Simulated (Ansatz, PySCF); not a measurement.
Molecule: C3H7, charge 0, multiplicity 2. It need not be the lowest isomer of its formula. 
Geometry from a B3LYP-D3(BJ)/def2-TZVP (Ansatz, a quantum-chemistry and plane-wave program) optimisation:
```
C
H 1 1.0826
C 1 1.4853 2 119.07
H 3 1.0908 1 112.14 2 -22.05
H 3 1.0961 4 108.14 1 123.29
H 3 1.1017 4 107.08 5 113.68
C 1 1.4853 2 119.07 3 167.94
H 7 1.0908 1 112.14 2 22.05
H 7 1.0961 8 108.14 1 -123.29
H 7 1.1017 8 107.08 9 -113.68
```
Charge 0, spin multiplicity 2.


Property: enthalpy of formation at 298 K (from the atomisation energy, B3LYP-D3(BJ)/def2-TZVP harmonic zero-point and thermal terms from PySCF, and the atoms' enthalpies of formation in the G2/97 table; no spin-orbit terms, and no core term in the frozen-core levels), in eV. Valence correlation only, unless marked. Open shells are spin-unrestricted. Spin-orbit coupling is left out. No relativistic terms. The coupled-cluster limit lacks core correlation, which all-electron functionals hold. CBS(X,Y): correlation extrapolated as X^-3; Hartree-Fock from the larger set. [CCSD(T)-MP2]/basis is that difference in the basis named.

```csv
level,program,enthalpy of formation at 298 K (eV)
revPBE/def2-TZVPD,Ansatz,1.48
TPSSh-D3(BJ)/def2-TZVPD,PySCF + dftd3,0.45
r2SCAN0-D4/def2-TZVPD,Ansatz + dftd4,0.97
M06-2X/def2-TZVPD,PySCF,1.02
B2PLYP-D4/def2-TZVPD,Ansatz + dftd4,1.27
SCS-MP2/cc-pVDZ,Ansatz,3.47
"RI-MP2/CBS(cc-pVTZ,cc-pVQZ)+[CCSD(T)-MP2]/cc-pVTZ",Ansatz,0.97
```
